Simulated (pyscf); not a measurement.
## Concerted two-bond exchange: B–Cl [singlet] + methane (CH₄) → B–CH₃ [singlet] + hydrogen chloride (HCl)

Gas phase, singlet surface, charge 0. Bonds broken: B1–Cl2, C3–H4. Bonds formed: B1–C3, Cl2–H4. Structures and frequencies: ωB97X-D3(BJ)/def2-SVP in PySCF. Correlated levels are frozen-core, on RHF or UHF. ΔMP2 is the change of the MP2 total energy from the triple- to the quadruple-zeta basis.

Transition state (Å):

```xyz
7

B     -0.1370    -0.4486     0.9144
Cl    -1.7018     0.8838     1.6147
C     -0.4750    -0.2140    -0.7559
H     -1.2504     0.4657     0.2634
H     -0.6217    -1.2657    -1.0521
H     -1.2185     0.3928    -1.3181
H      0.5258     0.1037    -1.0917
```

One imaginary mode, 1028i cm⁻¹; descent along it reached the two sides named, in the forms told below.

```csv
bond,change,reactant side (Å),saddle,product side
B1–Cl2,breaks,1.716,2.171,3.4
C3–H4,breaks,1.099,1.450,3.6
B1–C3,forms,3.7,1.720,1.531
Cl2–H4,forms,3.3,1.485,1.318
```

Electronic energies relative to the separated reactants (eV):

| level | barrier | reaction energy | reverse barrier |
|---|---|---|---|
| ωB97X-D3(BJ)/def2-TZVP | 2.52 | +1.49 | 1.03 |
| PBE/def2-TZVP | 2.10 | +1.56 | 0.54 |
| r²SCAN/def2-TZVP | 2.23 | +1.58 | 0.65 |
| B3LYP-D3(BJ)/def2-TZVP | 2.47 | +1.51 | 0.97 |
| PBE0-D3(BJ)/def2-TZVP | 2.22 | +1.50 | 0.72 |
| M06-2X/def2-TZVP | 2.47 | +1.55 | 0.92 |
| ωB97M-D3(BJ)/def2-TZVP | 2.54 | +1.49 | 1.05 |
| HF/def2-TZVP | 3.43 | +1.41 | 2.02 |
| MP2/def2-QZVPP | 2.48 | +1.55 | 0.93 |
| CCSD/def2-TZVPP | 2.77 | +1.47 | 1.30 |
| CCSD(T)/def2-TZVPP | 2.62 | +1.52 | 1.10 |
| CCSD(T)/def2-TZVPP + ΔMP2(QZVPP) | 2.58 | +1.51 | 1.07 |

With CCSD(T)/def2-TZVPP + ΔMP2(QZVPP) energies and thermal terms (ideal gas, 1 atm, RRHO with modes under 100 cm⁻¹ raised to 100, one conformer, R ln 2 for chiral ones without a mode under 150 cm⁻¹), in eV:

```csv
T (K),ΔH‡,ΔG‡,ΔH,ΔG
298,2.45,2.82,+1.39,+1.36
600,2.47,3.18,+1.42,+1.31
900,2.50,3.53,+1.44,+1.25
1200,2.53,3.87,+1.45,+1.19
```

On the product side the descent ends in a bound adduct, 0.36 eV under the separated species and 1.38 eV under the saddle at ωB97X-D3(BJ)/def2-TZVP. The same reactants have a lower exit, to H₃C–BH–Cl (barrier +1.63 eV at ωB97M-D3(BJ), against +2.54 eV here). This is the saddle that the search found; another between the same sides may lie lower. The CCSD(T) − MP2 part came from Ansatz, without density fitting, on the same reference.
